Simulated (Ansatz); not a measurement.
CH3S (SMILES C[S]) moved off its minimum; all values from Ansatz (an electronic-structure program), cores frozen in correlated methods. Open shells are unrestricted.
(charge 0, multiplicity 2)
```xyz
5

C     -1.0137     0.0014     0.0451
S      0.6858    -0.0015    -0.0846
H     -1.5032    -0.7070    -0.6744
H     -1.4452    -0.3804     1.0691
H     -1.6256     0.9540    -0.2207
```

Problem. Give the forces (eV/Å), the total energy and the dipole at MP2/cc-pV(T+d)Z.

Solution. 
```json
[
 {"atom": "C1", "Fx": "-4.883", "Fy": "0.143", "Fz": "1.070"},
 {"atom": "S2", "Fx": "1.424", "Fy": "0.100", "Fz": "-0.218"},
 {"atom": "H3", "Fx": "0.846", "Fy": "0.170", "Fz": "0.367"},
 {"atom": "H4", "Fx": "1.056", "Fy": "0.767", "Fz": "-1.787"},
 {"atom": "H5", "Fx": "1.557", "Fy": "-1.179", "Fz": "0.568"}
]
```
Energy -437.4655 hartree, dipole 1.54 D.
